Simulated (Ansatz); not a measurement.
Process, species as SMILES: [O-][O+]=O → O3- (doublet, bonded as O=[O+][O-]) (an electron is taken up)
B3LYP-D3(BJ)/def2-TZVP geometries, fixed; electronic energies without zero-point terms; positive where energy is released.

Basis-set convergence of the adiabatic electron affinity at PBE0 with Ansatz (a quantum-chemistry and plane-wave program). Cartesian d functions, on some or all atoms, in 6-31+G*; all else is spherical. The program fits the integrals of some runs and decomposes those of others, by size. Open shells are unrestricted. No added dispersion term, no relativity. Functions are those of the species that has most. Reference: the value in aug-pcseg-3, 2.399 eV. Deviations are taken from unrounded values.

| basis | functions | adiabatic electron affinity (eV) | minus reference (eV) |
|---|---|---|---|
| 3-21G | 27 | 2.010 | -0.388 |
| 6-31G | 27 | 2.612 | 0.214 |
| 6-31+G* | 57 | 2.523 | 0.125 |
| 6-311+G** | 66 | 2.540 | 0.141 |
| def2-TZVPP | 93 | 2.181 | -0.217 |
| aug-cc-pVTZ | 138 | 2.426 | 0.027 |
| aug-pcseg-2 | 138 | 2.424 | 0.026 |
| aug-cc-pVQZ | 240 | 2.399 | 0.000 |
| cc-pV5Z | 273 | 2.304 | -0.095 |

The smallest set listed that lies within 0.05 eV of the reference with all its larger relatives (same family, alike in diffuse functions; a set with none counts only in the reference's own line) is aug-cc-pVTZ (138 functions, 0.027 eV off), level with aug-pcseg-2. (Relatives not listed, tested too: aug-pcseg-3 0.000 eV.)
